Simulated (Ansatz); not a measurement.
Ansatz (a first-principles code) input (CCSD(T)/cc-pCVDZ): A basis named .json is the Basis Set Exchange file of that set (core-valence sets with the plain set on hydrogen).

Ansatz 0.2 input:
```yaml
crystal:
  periodic: [false, false, false]
  atoms:
    - {symbol: N, position_ang: [-0.00000000, -0.00000000, -0.61062678]}
    - {symbol: O, position_ang: [0.00000000, 0.00000000, 0.53429844]}
basis:
  gaussian:
    orbitals: cc-pCVDZ.json
magnetization: {spin_polarized: true, initial_magnetization: 1}
correlation: {method: ccsd_t, frozen_orbitals: {N: 0, O: 0}}
```

Output:

```
Functional definition: HF
integrals: 0.01 GiB planned
318 factors; integrals over basis functions are off by at most 1.2e-3 eV
mean field: 0.06 GiB planned
mean field evaluation 1: about -3516.7264 eV, gradient 1.3e1 eV
mean field evaluation 2: about -3516.7285 eV, gradient 1.3e1 eV
mean field evaluation 4: about -3517.3379 eV, gradient 2.8e0 eV
mean field evaluation 8: about -3517.3756 eV, gradient 2.4e-1 eV
mean field evaluation 16: about -3517.2114 eV, gradient 6.3e0 eV
mean field evaluation 32: about -3517.3870 eV, gradient 1.6e-3 eV
mean field evaluation 64: about -3517.3868 eV, gradient 1.9e-1 eV
mean field -3517.38703638 eV, -129.2615894164 hartree, gradient 9.2e-6 eV, S^2 0.783721; 5 other end points of the search recorded, 0 dependent functions left out
reference -3517.38703638 eV, -129.2615894164 hartree; 8, 7 occupied and 28, 29 virtual orbitals, 318 factors
second order -10.71446662 eV of doubles, -0.00000000 eV of singles
coupled cluster: 0.10 GiB planned
cycle   1  -10.57789990 eV  change    1.4e-1 eV  update   9.0e-2
cycle   2  -10.92130935 eV  change   -3.4e-1 eV  update   3.0e-2
cycle   3  -11.02358341 eV  change   -1.0e-1 eV  update   1.9e-2
cycle   4  -11.01983405 eV  change    3.7e-3 eV  update   7.6e-3
cycle   5  -11.02221037 eV  change   -2.4e-3 eV  update   3.9e-3
cycle   6  -11.02281777 eV  change   -6.1e-4 eV  update   1.2e-3
cycle   7  -11.02300262 eV  change   -1.8e-4 eV  update   3.2e-4
cycle   8  -11.02296674 eV  change    3.6e-5 eV  update   1.1e-4
cycle   9  -11.02299821 eV  change   -3.1e-5 eV  update   5.4e-5
cycle  10  -11.02302666 eV  change   -2.8e-5 eV  update   2.1e-5
cycle  11  -11.02301995 eV  change    6.7e-6 eV  update   5.8e-6
coupled cluster: 0.10 GiB planned
perturbative correction -0.31538547 eV, -0.0115902022 hartree
Total energy: -3528.72544179 eV, -129.6782681299 hartree
```
